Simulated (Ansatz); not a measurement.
Exact exchange and the HOMO–LUMO gap of C3H6O2 (methyl acetate)

C3H6O2: 11 atoms, total charge 0, spin state singlet. SMILES: `COC(C)=O`. The shape is that of a PBE0-D4/def2-TZVP optimisation. This is one conformer, not always the lowest.

The HOMO–LUMO gap y, in eV, basis 6-31G(d); a is the functional's share of exact exchange. Programs: Ansatz 0.2.0.

| functional | program | a | y (eV) |
| --- | --- | --- | --- |
| revPBE | Ansatz | 0 | 5.52 |
| BLYP | Ansatz | 0 | 5.51 |
| B3LYP | Ansatz | 0.2 | ? |
| r2SCAN0 | Ansatz | 0.25 | 8.82 |
| PBE0 | Ansatz | 0.25 | 8.40 |
| BHLYP | Ansatz | 0.5 | 11.36 |

Fit y = c + s·a to the known rows and predict B3LYP.


1. Means of the 5 rows: a = 0.2000, y = 7.922.
2. Σ(Δa)² = 0.175, Σ(Δa·Δy) = 2.063, so the slope is 2.063/0.175 = 11.789.
3. Intercept: 7.922 − (11.789) × 0.2000 = 5.564. The largest residual of the fit is 0.31.
4. B3LYP: 5.564 + (11.789) × 0.2 = 7.92 eV.

The run gave 7.83 eV, so the prediction is off by +0.09 eV, within the scatter of the fit. Exact exchange lowers occupied levels and raises empty ones. The rows mix families of semi-local functionals, which the line can't see.
